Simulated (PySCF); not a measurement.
# Atomic charges against the basis set

C3H8S2.
SMILES with atom numbers: `[CH3:1][CH2:2][S:3][S:4][CH3:5]` (hydrogens: H6, H7, H8 on C1; H9, H10 on C2; H11, H12, H13 on C5)

PBE0 throughout (PySCF), one geometry, spherical d and f functions. Isolated species at its PBE0-D3(BJ)/def2-SVP geometry (one conformer only). Atoms taken as equivalent share a column and are averaged. The first 7 of 8 kinds of atom are listed.

Mulliken charges (e):

| basis | functions | C1 | C2 | S3 | S4 | C5 | H6/H7/H8 | H9/H10 |
| --- | --- | --- | --- | --- | --- | --- | --- | --- |
| STO-3G | 41 | -0.237 | -0.222 | +0.056 | +0.062 | -0.320 | +0.082 | +0.080 |
| 6-31G | 69 | -0.480 | -0.596 | +0.095 | +0.089 | -0.745 | +0.187 | +0.214 |
| pcSseg-0 | 69 | -0.613 | -0.789 | +0.087 | +0.042 | -0.893 | +0.246 | +0.291 |
| 6-31G* | 94 | -0.523 | -0.498 | +0.030 | +0.027 | -0.684 | +0.193 | +0.209 |
| def2-SVP | 118 | -0.062 | -0.184 | -0.085 | -0.102 | -0.162 | +0.055 | +0.082 |
| cc-pVDZ | 118 | -0.075 | -0.194 | -0.057 | -0.071 | -0.185 | +0.057 | +0.078 |
| aug-cc-pVDZ | 195 | +0.452 | +0.130 | +0.076 | +0.031 | +0.227 | -0.115 | -0.141 |
| 6-311+G(2d,p) | 199 | -0.711 | -0.117 | +0.055 | +0.142 | -0.691 | +0.160 | +0.158 |
| def2-TZVP | 215 | -0.356 | -0.189 | -0.089 | -0.080 | -0.348 | +0.127 | +0.127 |
| cc-pVTZ | 270 | -0.285 | -0.182 | -0.074 | -0.073 | -0.271 | +0.108 | +0.110 |
| IGLO-III | 273 | -0.326 | -0.321 | +0.023 | +0.025 | -0.465 | +0.117 | +0.139 |
| pcSseg-2 | 306 | -0.068 | -0.115 | -0.066 | -0.053 | -0.132 | +0.040 | +0.061 |

IAO charges (e):

```
        basis  functions      C1      C2      S3      S4      C5  H6/H7/H8  H9/H10
       STO-3G         41  -0.401  -0.353  +0.089  +0.092  -0.495    +0.136  +0.131
        6-31G         69  -0.436  -0.339  -0.005  +0.011  -0.522    +0.154  +0.160
     pcSseg-0         69  -0.427  -0.351   0.000  +0.007  -0.518    +0.153  +0.162
       6-31G*         94  -0.416  -0.332  +0.013  +0.029  -0.508    +0.146  +0.150
     def2-SVP        118  -0.404  -0.323  +0.015  +0.030  -0.494    +0.141  +0.145
      cc-pVDZ        118  -0.414  -0.327  +0.015  +0.031  -0.504    +0.145  +0.148
  aug-cc-pVDZ        195  -0.427  -0.331  +0.012  +0.029  -0.511    +0.148  +0.151
6-311+G(2d,p)        199  -0.429  -0.339  +0.019  +0.035  -0.520    +0.149  +0.152
    def2-TZVP        215  -0.428  -0.342  +0.022  +0.039  -0.523    +0.149  +0.151
      cc-pVTZ        270  -0.429  -0.339  +0.019  +0.035  -0.521    +0.149  +0.152
     IGLO-III        273  -0.430  -0.342  +0.023  +0.040  -0.523    +0.149  +0.152
     pcSseg-2        306  -0.429  -0.341  +0.020  +0.036  -0.522    +0.149  +0.152
```

Hirshfeld charges (e):

| basis | functions | C1 | C2 | S3 | S4 | C5 | H6/H7/H8 | H9/H10 |
| --- | --- | --- | --- | --- | --- | --- | --- | --- |
| STO-3G | 41 | -0.045 | -0.019 | -0.009 | -0.002 | -0.051 | +0.016 | +0.014 |
| 6-31G | 69 | -0.105 | -0.054 | -0.043 | -0.031 | -0.105 | +0.037 | +0.043 |
| pcSseg-0 | 69 | -0.112 | -0.058 | -0.017 | -0.004 | -0.114 | +0.034 | +0.037 |
| 6-31G* | 94 | -0.104 | -0.054 | -0.046 | -0.035 | -0.102 | +0.036 | +0.044 |
| def2-SVP | 118 | -0.124 | -0.070 | -0.007 | +0.004 | -0.125 | +0.036 | +0.040 |
| cc-pVDZ | 118 | -0.118 | -0.068 | -0.015 | -0.004 | -0.121 | +0.036 | +0.041 |
| aug-cc-pVDZ | 195 | -0.134 | -0.087 | 0.000 | +0.009 | -0.139 | +0.040 | +0.045 |
| 6-311+G(2d,p) | 199 | -0.126 | -0.083 | -0.006 | +0.003 | -0.132 | +0.039 | +0.044 |
| def2-TZVP | 215 | -0.129 | -0.082 | -0.007 | +0.003 | -0.133 | +0.039 | +0.045 |
| cc-pVTZ | 270 | -0.128 | -0.080 | -0.009 | +0.001 | -0.133 | +0.039 | +0.045 |
| IGLO-III | 273 | -0.137 | -0.088 | +0.010 | +0.019 | -0.141 | +0.038 | +0.043 |
| pcSseg-2 | 306 | -0.135 | -0.086 | -0.002 | +0.008 | -0.139 | +0.040 | +0.045 |

ESP-fitted charges (e):

| basis | functions | C1 | C2 | S3 | S4 | C5 | H6/H7/H8 | H9/H10 |
| --- | --- | --- | --- | --- | --- | --- | --- | --- |
| STO-3G | 41 | -0.222 | -0.018 | -0.084 | -0.019 | -0.311 | +0.067 | +0.061 |
| 6-31G | 69 | -0.091 | -0.090 | -0.184 | -0.112 | -0.350 | +0.045 | +0.113 |
| pcSseg-0 | 69 | -0.166 | -0.044 | -0.190 | -0.101 | -0.392 | +0.062 | +0.104 |
| 6-31G* | 94 | -0.117 | -0.081 | -0.163 | -0.073 | -0.429 | +0.048 | +0.105 |
| def2-SVP | 118 | -0.102 | -0.047 | -0.153 | -0.071 | -0.356 | +0.039 | +0.088 |
| cc-pVDZ | 118 | -0.109 | -0.054 | -0.153 | -0.066 | -0.382 | +0.042 | +0.091 |
| aug-cc-pVDZ | 195 | -0.120 | -0.056 | -0.159 | -0.052 | -0.460 | +0.046 | +0.095 |
| 6-311+G(2d,p) | 199 | -0.125 | -0.058 | -0.156 | -0.049 | -0.475 | +0.047 | +0.095 |
| def2-TZVP | 215 | -0.140 | -0.023 | -0.159 | -0.054 | -0.431 | +0.048 | +0.084 |
| cc-pVTZ | 270 | -0.137 | -0.033 | -0.158 | -0.057 | -0.419 | +0.048 | +0.087 |
| IGLO-III | 273 | -0.130 | -0.074 | -0.141 | -0.042 | -0.463 | +0.047 | +0.097 |
| pcSseg-2 | 306 | -0.118 | -0.042 | -0.162 | -0.056 | -0.428 | +0.044 | +0.090 |

Some averages cover members that differ in this geometry, most widely: H9/H10, Mulliken in aug-cc-pVDZ -0.171 to -0.111; H6/H7/H8, Mulliken in aug-cc-pVDZ -0.137 to -0.101; H9/H10, ESP-fitted in IGLO-III +0.079 to +0.114; H6/H7/H8, ESP-fitted in 6-31G +0.029 to +0.062 e.

Question: Which scheme is steadiest as the basis changes?

Answer: Largest range over the bases for any column: Hirshfeld 0.09 e, IAO 0.09 e, ESP-fitted 0.16 e, Mulliken 1.16 e. Hirshfeld and IAO charges move least and Mulliken charges most, counted in e. Without the minimal STO-3G basis the ranges are Hirshfeld 0.06, IAO 0.03, ESP-fitted 0.13, Mulliken 1.16 e.

Question: How much do the charges still move between the two largest bases, IGLO-III and pcSseg-2?

Answer: At most, over all atoms: Mulliken 0.333 e, IAO 0.003 e, Hirshfeld 0.012 e, ESP-fitted 0.035 e.

Question: What do the same runs give for the total energy, the frontier levels and the dipole moment?

Answer: 
| basis | energy (Eh) | HOMO (eV) | LUMO (eV) | μ (D) |
| --- | --- | --- | --- | --- |
| STO-3G | -904.9091 | -3.34 | 4.63 | 1.22 |
| 6-31G | -914.9639 | -6.77 | -0.34 | 2.65 |
| pcSseg-0 | -913.8785 | -6.97 | -0.41 | 2.65 |
| 6-31G* | -915.0544 | -6.66 | -0.21 | 2.33 |
| def2-SVP | -914.7609 | -6.64 | 0.01 | 2.10 |
| cc-pVDZ | -915.1063 | -6.62 | -0.07 | 2.10 |
| aug-cc-pVDZ | -915.1189 | -6.71 | -0.44 | 2.16 |
| 6-311+G(2d,p) | -915.1571 | -6.71 | -0.44 | 2.15 |
| def2-TZVP | -915.1711 | -6.68 | -0.25 | 2.08 |
| cc-pVTZ | -915.1786 | -6.69 | -0.23 | 2.10 |
| IGLO-III | -915.1680 | -6.65 | -0.25 | 1.96 |
| pcSseg-2 | -915.1871 | -6.74 | -0.34 | 2.15 |

The dipole is fixed by the density alone, so its range of 1.43 D shows that the density itself changes with the basis, not only its division among atoms.
